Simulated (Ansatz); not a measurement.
**Basis-set limit of C2H4N, doublet**

```xyz
7

C    -1.9461    0.0000    0.0000
H    -2.3093    1.0273    0.0000
H    -2.3093   -0.5137    0.8897
H    -2.3093   -0.5137   -0.8897
H    -0.7121    0.0000    0.0000
N     1.7299    0.0000    0.0000
C     0.5699    0.0000    0.0000
```

Ansatz 0.2.0, UHF determinant, valence electrons correlated. Energies in eV.

```json
{"set": "def2-TZVPP", "X": "3", "functions": "149", "Hartree–Fock": "-3603.7578", "MP2 correlation": "-13.6502", "CCSD(T) correlation": "-15.4291", "time": "7.5 s on 1 × NVIDIA H100 80GB HBM3 with 1 thread of AMD EPYC 7R13 Processor (Zen 3), with other jobs on the host"}
{"set": "def2-QZVPP", "X": "4", "functions": "291", "Hartree–Fock": "-3603.9159", "MP2 correlation": "-14.5384", "CCSD(T) correlation": "-16.2192", "time": "21 s on 1 × NVIDIA H100 80GB HBM3 with 1 thread of AMD EPYC 7R13 Processor (Zen 3), on a shared host"}
```

Hartree–Fock is taken to follow E(X) = E∞ + A·exp(−7.88·√X), correlation E(X) = E∞ + B·X^−2.97.

Cautions: higher spins were not checked; ⟨S²⟩ of the determinant is 0.99 against 0.75, spin contaminated.

**Question.** Work out the CCSD(T) energy at the limit, and how far the shortcut misses it that extrapolates MP2 and adds CCSD(T) minus MP2 from the smaller set.

**Answer.** Hartree–Fock: E∞ = E4 + 0.1377·(E4 − E3) = -3603.9377. Correlation: E∞ = E4 + 0.7407·(E4 − E3) = -16.8045 for CCSD(T) and -15.1962 for MP2. The limit is -3620.7422 eV, 0.607 eV below def2-QZVPP. The shortcut gives a correlation energy of -15.1962 + (-1.7789) = -16.9751, 171 meV lower than the direct value.
